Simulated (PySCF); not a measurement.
# C4H12N2 (n-ethylethylenediamine): the cost of one run

Programs: PySCF 2.14.0, with routines of our own; each step states its level. All values are computed. Atoms count from 0.

### 1 The starting structure

18 atoms, charge 0, multiplicity 1; geometry from: GFN2-xTB.

### 2 Geometry optimisation at PBE0-D3(BJ)/def2-SVP

What the job is given:

```
{"job": {"xc": "PBE0", "basis": "def2-SVP", "d3": "d3bj", "grid": 2, "kind": "geom"}, "charge": 0, "multiplicity": 1}
C      2.476388     0.644619    -0.055269
C      1.246754    -0.119338     0.413949
N      0.267400    -0.209143    -0.655521
C     -0.904838    -1.002146    -0.323093
C     -1.877190    -0.188464     0.550529
N     -2.239108     1.094290    -0.020646
H      2.971578     0.113809    -0.866450
H      2.188358     1.629655    -0.413031
H      3.180798     0.759952     0.764471
H      0.785236     0.413545     1.249243
H      1.546395    -1.118809     0.780405
H      0.718530    -0.596638    -1.479150
H     -1.410176    -1.260239    -1.258542
H     -0.646253    -1.941285     0.197531
H     -1.427305     0.001225     1.527901
H     -2.789021    -0.771197     0.706989
H     -2.711815     0.951273    -0.908192
H     -1.384489     1.605208    -0.222781
```

Run with:

```bash
OMP_NUM_THREADS=1 python excited_run.py task.json out
```

The driver reads the jobs from task.json and runs them one after another.

Q: Estimate the wall time and peak memory of this first job on 1 thread of Intel Xeon Platinum 8488C, shared host.

About 47 s, with a peak of 0.71 GiB.
